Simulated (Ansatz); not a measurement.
This geometry of C$_{4}$H$_{7}$N (12 atoms, charge 0, multiplicity 1) is a first-order saddle point.

These are results of Ansatz 0.2.0, RKS PBE0/def2-SVP, not measurements.

```xyz
12
Properties=species:S:1:pos:R:3
C -1.786 0.495 0.571
C -0.490 0.277 0.823
C 0.539 -0.141 -0.138
C 1.800 -0.358 0.308
N 0.160 -0.291 -1.445
H -2.468 0.805 1.366
H -2.232 0.374 -0.421
H -0.120 0.414 1.844
H 2.038 -0.224 1.362
H 2.604 -0.671 -0.362
H -0.786 -0.117 -1.740
H 0.817 -0.618 -2.134
```

**Question.** Which two structures does it join? (They come from a converged band through this point; their orientation in space is the band's.)

**Answer.** No bond is made or broken. The height of N5 over the plane of its neighbours goes from 0.28 to -0.29 Å. The two ends are copies of one structure, up to a mirror image or an exchange of like atoms. The height can change sign by an inversion or by a turn that exchanges like atoms.

Image 0:

```xyz
12
Properties=species:S:1:pos:R:3
C -1.805 0.413 0.589
C -0.490 0.332 0.823
C 0.518 -0.156 -0.129
C 1.779 -0.397 0.293
N 0.077 -0.403 -1.420
H -2.492 0.793 1.349
H -2.247 0.077 -0.354
H -0.095 0.642 1.795
H 2.044 -0.268 1.343
H 2.554 -0.760 -0.387
H -0.578 0.282 -1.781
H 0.812 -0.607 -2.087
```

Image 6:

```xyz
12
Properties=species:S:1:pos:R:3
C -1.765 0.593 0.555
C -0.519 0.199 0.848
C 0.523 -0.133 -0.132
C 1.801 -0.300 0.275
N 0.123 -0.194 -1.459
H -2.487 0.818 1.343
H -2.099 0.733 -0.477
H -0.214 0.110 1.895
H 2.071 -0.150 1.320
H 2.601 -0.547 -0.428
H -0.781 -0.629 -1.608
H 0.823 -0.555 -2.097
```

**Question.** How far does it lie above each of them?

**Answer.** 0.060 eV above the first and 0.060 eV above the second. This is the barrier of this one path; another mechanism may lie lower.

Time of the run: 89 s on 2 threads of AMD EPYC 7B13 (Zen 3), on a shared host, peak memory 0.24 GiB.
